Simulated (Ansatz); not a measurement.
Run this with the Ansatz DFT code, driven from Python and show what comes out.

The script, `cas_c2hli.py`:
```python
"""Static correlation in C2HLi: natural occupations of an active space."""

from dataclasses import dataclass

import ansatz as az


@dataclass(frozen=True)
class Settings:
    basis: str = "6-31G*"


settings = Settings()

GEOMETRY = """
Li   -2.22340    0.45020   -0.47280
C    -0.36210    0.06860   -0.07890
C     0.76120   -0.18210    0.15300
H     1.87990   -0.39700    0.37830
"""

geometry = az.Crystal.molecule()
for line in GEOMETRY.strip().splitlines():
    symbol, *xyz = line.split()
    geometry = geometry.atom(symbol, [float(v) for v in xyz])

model = geometry.calculation()
model = model.basis(gaussian=settings.basis)
model = model.correlation(active_electrons=4, active_orbitals=5)
for method in [None]:
    summary = (model if method is None else model.correlation(method)).run(threads=1).report
    space = summary["configurations"]
    state = space["states"][0]
    print(method or "casscf", f"total {summary['free_energy_ev'] / 27.211386246:.6f} Ha, active-space state {state['energy']['hartree']:.6f} Ha, mean field {summary['reference_energy_ev'] / 27.211386246:.6f} Ha")
    print("  determinants", state["n_determinants"], " natural occupations", [round(n, 3) for n in space["natural_occupations"]])
```

```console
$ python cas_c2hli.py
casscf total -83.746451 Ha, active-space state -83.746451 Ha, mean field -83.682009 Ha
  determinants 100  natural occupations [1.946, 1.943, 0.054, 0.053, 0.004]
```

Notes:
- These settings explore the input space; basis and method may be short of convergence.
- The geometry is a force-field or estimated start, not a minimum of this method, and the basis set is short of its limit. The active space starts as a window about the frontier orbitals and is then optimised, not chosen by chemistry.
- Run time: 5.2 s on 1 thread of Arm Neoverse V1 (shared host), peak memory 0.14 GiB.

(Lines on the test bed's own set-up are left out of the output.)
